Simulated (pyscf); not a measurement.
A first-order saddle from PySCF, ωB97X-D3(BJ)/def2-SVP:

```xyz
12

C      0.5410    -1.5622    -0.5813
Sn    -0.4110     0.3901    -0.8535
H      0.8826    -1.9432    -1.5571
H     -0.1619    -2.2900    -0.1496
H      1.4190    -1.4793     0.0782
H     -0.7101     2.1104     1.2485
H     -1.0946     0.5650     0.8775
H     -1.9326    -0.1259    -1.5555
N     -0.2327     2.9943     0.9089
H      0.0724     2.5926    -0.0564
H     -0.8915     3.7707     0.8132
H      0.5680     3.2439     1.4943
```

Surface: singlet, charge 0. Lowest wavenumbers (cm⁻¹): 182i, 50, 116, 237, 268.

Question: Which two sides does it connect, and which bonds change?

Answer: `[CH3][SnH3]` + `[NH3]` ⇌ `[CH3][SnH]` [singlet] + `[H][H]` + `[NH3]`, a multi-bond step read from left to right: H–Sn, H–Sn, H–N broken and H–H, H–N formed. At ωB97M-D3(BJ)/def2-TZVP it lies +149.7 kJ/mol from the left side and +56.9 kJ/mol from the right (each side as separated species at their lowest minima found). On the product side the descent ends in a bound adduct (not fully relaxed), 35.8 kJ/mol under the separated species and 86.7 kJ/mol under the saddle at ωB97X-D3(BJ)/def2-TZVP. One saddle was located; it need not be the lowest between these sides. Elements past Kr carry the def2 core potentials, without spin-orbit coupling.
